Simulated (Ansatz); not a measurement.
Born–Oppenheimer molecular dynamics of CH₃NS (6 atoms, charge 0, multiplicity 1). It starts at the highest image of a converged band, a first-order saddle point between two minima.

Computed with Ansatz 0.2.0, RKS r2SCAN/6-31G*.

* ensemble: NVE (velocity Verlet)
* time step: 0.5 fs
* steps asked: 200
* starting velocities drawn for: 100 K
* seed: 5515

First frame:

```xyz
6
Properties=species:S:1:pos:R:3
N -0.718 0.078 -0.392
C 0.404 0.267 0.241
S 1.179 -1.236 0.484
H -0.292 -1.278 -0.323
H -1.323 0.871 -0.625
H 0.792 1.234 0.569
```

Q: How far do the bonds stretch over the last three quarters of this one trajectory? (Pairs bonded in most of those frames.)

A: 
```csv
bond,mean (Å),spread (Å),shortest,longest
N1–C2,1.366,0.063,1.28,1.51
N1–H4,1.055,0.109,0.88,1.22
N1–H5,1.023,0.049,0.93,1.13
C2–S3,1.664,0.051,1.57,1.73
C2–H6,1.098,0.022,1.06,1.14
```

Mean temperature of the second half: 1631 K. The conserved energy stayed within 2.4 meV per atom of its start (net change -1.9 meV per atom), so the integration is sound. The kinetic energy rose, since the run started high on the potential surface and went downhill. A run of 0.1 ps of so small a system gives no equilibrium averages. The orbitals stay closed-shell, which can raise the energy where a bond breaks towards radicals; this wasn't checked here.

Run time: 6.8 min on 1 thread of Arm Neoverse V2, with other jobs on the host, peak memory 0.1 GiB.
